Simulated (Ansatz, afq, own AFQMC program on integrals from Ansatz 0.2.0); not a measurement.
Two steps: Ansatz 0.2.0 writes the Fock matrix and Cholesky factors of the valence space, and afq projects on them the lowest state that overlaps trial and start.

```yaml
crystal:
  periodic: [false, false, false]
  atoms:
    - {symbol: B, position_ang: [0.000000, 0.079752, 0.863775]}
    - {symbol: N, position_ang: [0.000000, -0.117617, -0.587927]}
    - {symbol: H, position_ang: [0.000000, 0.779045, -1.094669]}
basis:
  gaussian: {orbitals: cc-pVDZ}
magnetization: {spin_polarized: true, initial_magnetization: 3}
correlation: {method: ccsd_t, electrons: outside_noble_gas, hamiltonian_folder: ham}
```

```sh
$ ansatz run in.yaml --threads 1 --pin off --events-out ev --progress --plain --max-ram 1382MiB
```

Options of the walk:

```
--method free --trial cisd --walkers 60 --time-step 0.03 --max-blocks 80 --target-error 0.00036 --factor-cut 1e-05 --seed 7372 --times 0,0.3,0.6,1.2,1.8,2.4,3.6,4.8,6 --taylor-order 8
```

Times are imaginary, in 1/Eh. The walk had a cap of 671 s.

Output of the walk:

```
orbitals 31  electrons 6 3  factors 232 of 313
reference energy -79.53874226 Eh
CCSD correlation -0.18951214 Eh in 15 cycles, weight of the determinant in the CISD state 0.9162
repeat  energy at the last time / Eh  error
    10  -79.735899  0.001803
    20  -79.734871  0.001232
    30  -79.735641  0.001068
    40  -79.735250  0.000833
    50  -79.735332  0.000717
    60  -79.735499  0.000671
    70  -79.735343  0.000668
    80  -79.735441  0.000733
time / (1/Eh)  energy / Eh  error  mean overlap
  0.00  -79.728212  0.000138  1.0916
  0.30  -79.732108  0.000145  1.0889
  0.60  -79.733474  0.000164  1.0808
  1.20  -79.734348  0.000221  1.0820
  1.80  -79.734778  0.000253  1.0739
  2.40  -79.734589  0.000266  1.0846
  3.60  -79.734603  0.000369  1.0764
  4.80  -79.734588  0.000617  1.0675
  6.00  -79.735441  0.000733  1.0642
energy -79.735441 +/- 0.000733 Eh
```

The run passed its tests (error under three times the target), which doesn't prove that it has relaxed.

Against this walk (error 19.9 meV) on the same determinant: CCSD(T) 56.5 meV higher, CCSDT(Q) 18.6 meV higher (within the noise). The error is statistical, and a free projection of finite length keeps a remainder of its start.

Cautions: remainder of the start not in the error; error above the target (19.9 against 9.8 meV); lower spins were not checked.

The walk took 3.4 min on 1 thread of Arm Neoverse V1, on a shared host. The log's last line is the free-projection energy.

CCSDT and higher add their correlation energy to the determinant of the CCSD(T) run, since their own runs factorise the integrals more tightly (a shift of under 2 meV). A walk keeps the symmetry of its determinant, which the program's search chose and which needn't be the lowest solution, so a lower state of the same spin and another symmetry isn't excluded.
